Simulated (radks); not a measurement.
# P³⁻ held by a Watson sphere

The task here is to estimate one member of a computed series from the others.

Program: radks (a radial shooting solver on a logarithmic mesh, Libxc functionals) version 1. Level of theory: scalar-relativistic Kohn-Sham, LDA (Slater exchange, Perdew-Wang correlation), spin-polarised, spherical densities, point nucleus. These are calculated values, not measurements, unless marked.

### The atom as given

| Property | Result |
| --- | --- |
| element | phosphorus (Z = 15) |
| charge | -3 |
| electrons | 18 |
| configuration | [Ar] |

Outer shells as boxes (Hund's rule):

P³⁻
```
[Ne] core
3s [↑↓]
3p [↑↓][↑↓][↑↓]
```

The first run:

Input:

```text
Z 15
configuration [Ar]
relativity scalar-relativistic
functional lda,pw
spin polarised
nucleus point
c 137.035999084
watson charge 3 radius 2.84 bohr
response adiabatic LDA kernel
```

Started as:

```sh
> python run_ks.py task.json out
```

All runs below come from this command, one after another.

Among the steps run: R = 2.84 bohr; R = 3.28 bohr; R = 3.7 bohr; R = 3.86 bohr; R = 4.21 bohr; R = 4.59 bohr.

One table of the session follows, with a row left open; its other results are not shown here.

```
R (bohr)  highest level (eV)  its <r> (bohr)  sum of <r²> (bohr²)  α (bohr³)
    2.84              -6.451           2.584                59.65      52.12
    3.28              -5.607           2.757                67.18      72.08
     3.7              -4.902           2.919                74.66      98.08
    3.86                   ?               ?                    ?          ?
    4.21              -4.184           3.110                84.23      141.5
    4.59              -3.739           3.249                91.80      184.4
```

**Question.** Estimate the row for R (bohr) = 3.86.

Worked estimate for «highest level (eV)». A straight line through the neighbours (3.7, -4.902) and (4.21, -4.184) gives -4.902 + (-4.184 + 4.902) × (3.86 − 3.7) / (4.21 − 3.7) = -4.677; a parabola fitted to 4 rows on both sides gives -4.662.

**Answer.** highest level (eV): -4.661; its <r> (bohr): 2.979; sum of <r²> (bohr²): 77.60; α (bohr³): 110.1. In «highest level (eV)» the line misses by -0.016 and the parabola by -0.001.

From R = 2.84 to 4.59 bohr the top level moves from -6.451 to -3.739 eV and its mean radius from 2.58 to 3.25 bohr. A wider sphere makes a shallower well, so the ion swells.
